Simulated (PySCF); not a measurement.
Simulated Cl 2p region for hydrochloric acid (`Cl`), binding energy against the vacuum level.

Every computed line was given a Gaussian of 0.6 eV full width at half maximum and an area set by the number of equivalent atoms (split 2:1 within a doublet); the highest printed point is 100. Computed with delta-SCF UKS SCAN, pcX-2 on the ionised atom, pcseg-1 elsewhere, spin-free X2C in PySCF 2.14.0.

| binding energy (eV) | intensity |
| --- | --- |
| 206.5 | 0 |
| 206.6 | 1 |
| 206.7 | 3 |
| 206.8 | 7 |
| 206.9 | 16 |
| 207.0 | 31 |
| 207.1 | 53 |
| 207.2 | 76 |
| 207.3 | 94 |
| 207.4 | 100 |
| 207.5 | 91 |
| 207.6 | 71 |
| 207.7 | 47 |
| 207.8 | 27 |
| 207.9 | 13 |
| 208.0 | 6 |
| 208.1 | 2 |
| 208.2 | 1 |
| 208.3 | 1 |
| 208.4 | 2 |
| 208.5 | 5 |
| 208.6 | 11 |
| 208.7 | 20 |
| 208.8 | 32 |
| 208.9 | 43 |
| 209.0 | 49 |
| 209.1 | 49 |
| 209.2 | 41 |
| 209.3 | 30 |
| 209.4 | 19 |
| 209.5 | 10 |
| 209.6 | 5 |
| 209.7 | 2 |
| 209.8 | 1 |
| 209.9 | 0 |

How many maxima does the curve show, and how many computed lines lie under it?

The curve has 2 maxima (at 207.4 and 209.0 eV). Under it lie 2 lines from 1 inequivalent chlorine site, drawn as a 2p3/2, 2p1/2 pair.

Decompose the envelope and assign each component. Numbering: `[ClH:1]`.

| position (eV) | relative area | line | atoms | environment |
| --- | --- | --- | --- | --- |
| 207.39 | 0.67 | Cl 2p3/2 | Cl1 | chlorine bonded to H |
| 209.04 | 0.33 | Cl 2p1/2 | Cl1 | chlorine bonded to H |

The curve has no shake-up lines and no vibrational structure. The 2p values add to the ΔSCF energy of one spin-free hole a correction within the shell (spin–orbit coupling, ligand field). 2p1/2 minus 2p3/2 (ligand field included): Cl 1.66 eV. Geometry: GFN2-xTB; no solvent, vibrations or thermal averaging.
